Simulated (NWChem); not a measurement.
**One shape, several levels: C4H4O (furan)**

Aim: a comparison of 4 runs (HF/STO-3G, HF/3-21G, B3LYP/6-31G*) of C4H4O (furan). 

Program for the calculation: NWChem 7.3.0.

**1. The system as given**

C4H4O has 9 atoms, charge 0, and is taken as a singlet. As SMILES, `c1ccoc1`. The coordinates come from a PBE0-D4/def2-TZVP relaxation.

Bond lengths: C1–C2 1.427 Å, C2–C3 1.353 Å, C3–O4 1.351 Å, C1–C5 1.353 Å, O4–C5 1.351 Å, C1–H6 1.078 Å, C2–H7 1.078 Å, C3–H8 1.077 Å, C5–H9 1.077 Å. Some angles: C1–C2–C3 106.0°, C2–C1–C5 106.0°, C2–C3–O4 110.5°, C3–O4–C5 107.0°, C1–C5–O4 110.5°, C1–C2–H7 127.6°, C3–C2–H7 126.5°, C2–C1–H6 127.6°, C5–C1–H6 126.5°, C2–C3–H8 133.4°.

**2. Energy and gradient at HF/STO-3G (run 1)**

input.xyz

```xyz
9
C4H4O hf
C      0.281100     0.977400    -0.084000
C      0.817600    -0.248800    -0.579600
C     -0.000500    -1.224800    -0.122600
O     -1.001000    -0.697400     0.616400
C     -0.817300     0.641100     0.630900
H      0.663600     1.973100    -0.240900
H      1.694300    -0.382300    -1.192800
H     -0.006600    -2.296600    -0.230700
H     -1.542600     1.212000     1.186300
```

input.nw

```
start input
title "C4H4O hf"
memory total 2200 mb
charge 0

geometry units angstrom noautosym nocenter noautoz
  load format xyz input.xyz
end

basis spherical bse
  * library STO-3G
end

scf
  thresh 1e-08
  maxiter 80
end

task scf gradient
```

Run with:

```sh
nwchem input.nw > input.out
```

Output:

```text
[...]
  functions       =    29
[...]
  wavefunction    = RHF
[...]
         Total SCF energy =   -225.749596618888
      One-electron energy =   -628.600521766297
      Two-electron energy =    241.059269534718
 Nuclear repulsion energy =    161.791655612691
        Time for solution =      1.5s
[...]
                         RHF ENERGY GRADIENTS
    atom               coordinates                        gradient
                 x          y          z           x          y          z
   1 C       0.531202   1.847018  -0.158737    0.012544  -0.007914  -0.009287
   2 C       1.545040  -0.470164  -1.095285    0.001301   0.017450   0.000851
   3 C      -0.000945  -2.314536  -0.231680   -0.020504  -0.004844   0.013539
   4 O      -1.891616  -1.317895   1.164827    0.021467   0.014588  -0.013105
   5 C      -1.544473   1.211503   1.192228   -0.014314  -0.018900   0.007703
   6 H       1.254022   3.728618  -0.455235   -0.000539   0.001184   0.000500
   7 H       3.201763  -0.722442  -2.254065    0.000536  -0.001214  -0.000500
   8 H      -0.012472  -4.339945  -0.435960   -0.002129   0.004135   0.001894
   9 H      -2.915091   2.290348   2.241782    0.001638  -0.004484  -0.001595
[...]
```

Wall time 2.4 s (1 thread of Intel Xeon Platinum 8488C (Sapphire Rapids), shared host); peak memory 0.096 GiB.

**3. Energy and gradient at HF/3-21G (run 2)**

run.py

```python
from ase import Atoms
from ase.calculators.nwchem import NWChem

system = Atoms(['C', 'C', 'C', 'O', 'C', 'H', 'H', 'H', 'H'], positions=[
    [0.281100, 0.977400, -0.084000],
    [0.817600, -0.248800, -0.579600],
    [-0.000500, -1.224800, -0.122600],
    [-1.001000, -0.697400, 0.616400],
    [-0.817300, 0.641100, 0.630900],
    [0.663600, 1.973100, -0.240900],
    [1.694300, -0.382300, -1.192800],
    [-0.006600, -2.296600, -0.230700],
    [-1.542600, 1.212000, 1.186300],
])

calc = NWChem(
    label='work',
    theory='scf',
    memory='2200 mb',
    basis='3-21G',
    basispar='spherical bse',
    scf={'nopen': '0', 'rhf': None, 'thresh': '1e-08', 'maxiter': '80'},
)
system.calc = calc

forces = system.get_forces()
print(f"energy = {system.get_potential_energy():.6f} eV")
print("forces (eV/A):")
for s, f in zip(system.symbols, forces):
    print(f"{s:2s} {f[0]:10.5f} {f[1]:10.5f} {f[2]:10.5f}")
print("dipole (e A):", system.get_dipole_moment().round(4))
```

Run with:

```sh
export ASE_NWCHEM_COMMAND="nwchem PREFIX.nwi > PREFIX.nwo"
python run.py
```

Output:

```text
energy = -6186.437193 eV
forces (eV/A):
C    -0.49931    0.80769    0.41991
C     0.28112   -0.95954   -0.28812
C     1.12861   -1.33034   -0.91228
O    -0.52708   -0.35677    0.32077
C    -0.28740    1.90303    0.40099
H    -0.19247   -0.50682    0.07811
H    -0.44619    0.07060    0.31254
H     0.08809    0.60441    0.00293
H     0.45457   -0.23227   -0.33481
dipole (e A): [ 0.1487  0.1019 -0.091 ]
```

The calculator wrote work.nwi:

```
title "work"

permanent_dir work

scratch_dir work

start work

geometry units angstrom nocenter noautosym noautoz
  C  2.8110000000000002e-01 9.7740000000000005e-01 -8.4000000000000005e-02
  C  8.1759999999999999e-01 -2.4879999999999999e-01 -5.7960000000000000e-01
  C  -5.0000000000000001e-04 -1.2248000000000001e+00 -1.2260000000000000e-01
  O  -1.0009999999999999e+00 -6.9740000000000002e-01 6.1639999999999995e-01
  C  -8.1730000000000003e-01 6.4110000000000000e-01 6.3090000000000002e-01
  H  6.6359999999999997e-01 1.9731000000000001e+00 -2.4090000000000000e-01
  H  1.6942999999999999e+00 -3.8229999999999997e-01 -1.1928000000000001e+00
  H  -6.6000000000000000e-03 -2.2966000000000002e+00 -2.3069999999999999e-01
  H  -1.5426000000000000e+00 1.2120000000000000e+00 1.1862999999999999e+00
end

memory 2200 mb

basis spherical bse noprint
   * library 3-21G
end

scf
  nopen 0
  rhf
  thresh 1e-08
  maxiter 80
end

task scf gradient
```

work.nwo:

```text
Northwest Computational Chemistry Package (NWChem) 7.3.0
             --------------------------------------------------------

           Job information
           ---------------

    nwchem branch   = 7.3.0
    use scalapack   = T
    input           = work.nwi
    prefix          = work.
    data base       = work/work.db
    status          = startup
    nproc           =        1

           Memory information
           ------------------

[... 5 lines left out ...]
    hardfail = no
[... 134 lines left out ...]
         Quadratically convergent ROHF
[... 15 lines left out ...]
       Final RHF  results
[... 4 lines left out ...]
      Two-electron energy =    239.288735559804
[... 37 lines left out ...]
                       ROHF Final Molecular Orbital Analysis
[... 228 lines left out ...]
                 ----------------------------------------
                 |  Time  |  1-e(secs)   |  2-e(secs)   |
                 ----------------------------------------
                 |  CPU   |       0.00   |       0.24   |
                 ----------------------------------------
                 |  WALL  |       0.00   |       0.24   |
                 ----------------------------------------

 Task  times  cpu:        2.4s     wall:        2.4s
 Total times  cpu:        2.4s     wall:        2.4s
```

It took 3.6 s on 1 thread of Intel Xeon Platinum 8488C (Sapphire Rapids), shared host; peak memory 0.096 GiB.

Run 3 isn't shown in full; the table further down has it.

**4. Energy and gradient at B3LYP/6-31G(d) (Cartesian functions) (run 4)**

c4h4o.xyz

```xyz
9

C      0.281100     0.977400    -0.084000
C      0.817600    -0.248800    -0.579600
C     -0.000500    -1.224800    -0.122600
O     -1.001000    -0.697400     0.616400
C     -0.817300     0.641100     0.630900
H      0.663600     1.973100    -0.240900
H      1.694300    -0.382300    -1.192800
H     -0.006600    -2.296600    -0.230700
H     -1.542600     1.212000     1.186300
```

c4h4o.nw

```
start c4h4o
memory stack 880 mb heap 220 mb global 1100 mb

geometry units angstrom noautosym nocenter noautoz
  load c4h4o.xyz
end

basis
  * library 6-31G*
end

dft
  xc b3lyp
  grid xfine
  convergence energy 1e-08
  iterations 100
  mulliken
end

task dft gradient
```

Run with:

```sh
nwchem c4h4o.nw > c4h4o.out
```

Output:

```text
[...]
          Wavefunction type:  closed shell.
          No. of atoms     :     9
          No. of electrons :    36
[...]
          Charge           :     0
          Spin multiplicity:     1
[...]
          AO basis - number of functions:    83
[...]
              XC Information
              --------------
                         B3LYP Method XC Potential
                     Hartree-Fock (Exact) Exchange  0.200
                        Slater Exchange Functional  0.800 local
                    Becke 1988 Exchange Functional  0.720 non-local
              Lee-Yang-Parr Correlation Functional  0.810
                  VWN I RPA Correlation Functional  0.190 local
[...]
 d= 0,ls=0.0,diis     1   -229.9584194266 -3.92D+02  8.91D-03  6.25D-01     3.9
[...]
 d= 0,ls=0.0,diis    11   -230.0200886773 -6.03D-10  2.84D-07  7.05D-10    39.5
         Total DFT energy =     -230.020088677287
      One electron energy =     -631.262100061368
           Coulomb energy =      271.238035147925
    Exchange-Corr. energy =      -31.787679376535
 Nuclear repulsion energy =      161.791655612691
[...]
      Total Density - Mulliken Population Analysis
     ---------------------------------------------
    Atom       Charge   Shell Charges
 -----------   ------   -------------------------------------------------------
    1 C    6     6.18   1.99  0.70  2.10  0.52  0.84  0.01
    2 C    6     6.18   1.99  0.70  2.10  0.52  0.84  0.01
    3 C    6     5.92   1.99  0.71  2.05  0.45  0.69  0.04
    4 O    8     8.38   1.99  0.91  2.92  0.95  1.58  0.03
    5 C    6     5.92   1.99  0.71  2.04  0.45  0.69  0.04
    6 H    1     0.86   0.53  0.33
    7 H    1     0.86   0.53  0.33
    8 H    1     0.85   0.53  0.32
    9 H    1     0.85   0.53  0.32
[...]
  wavefunction    = closed shell
[...]
```

Run time: 46 s. Hardware: 1 thread of Intel Xeon Platinum 8488C (Sapphire Rapids), shared host; peak memory 0.15 GiB.

**5. All runs side by side**

| run | level | iteration cap | module | energy (Eh) | dipole moment (D) | HOMO energy (eV) | LUMO energy (eV) | wall time |
| --- | --- | --- | --- | --- | --- | --- | --- | --- |
| 1 | HF/STO-3G | 80 | scf | -225.749597 | 0.40 | -7.25 | 7.95 | 2.4 s |
| 2 | HF/3-21G | 80 | scf | -227.347375 | 0.97 | -8.86 | 4.71 | 3.6 s |
| 3 | B3LYP/6-31G* (spherical functions) | 100 | dft | -230.015872 | 0.58 | -6.11 | 0.63 | 39 s |
| 4 | B3LYP/6-31G* (Cartesian functions) | 100 | dft | -230.020089 | 0.59 | -6.11 | 0.63 | 46 s |

**6. Outcome**

```
                       quantity          value
            run 4: total energy  -230.02009 Eh
           run 4: dipole moment         0.59 D
             run 4: HOMO energy       -6.11 eV
             run 4: LUMO energy        0.63 eV
           run 4: HOMO–LUMO gap        6.74 eV
run 4: largest force on an atom     0.686 eV/Å
```

The dipole moment (its size) runs from 0.40 D (HF/STO-3G) to 0.97 D (HF/3-21G). The HOMO–LUMO gap runs from 6.74 eV (B3LYP/6-31G*) to 15.20 eV (HF/STO-3G). The two ends differ in method and basis. In run 1 the basis is minimal, so the values are rough. All runs together took 91 s, the longest 46 s.
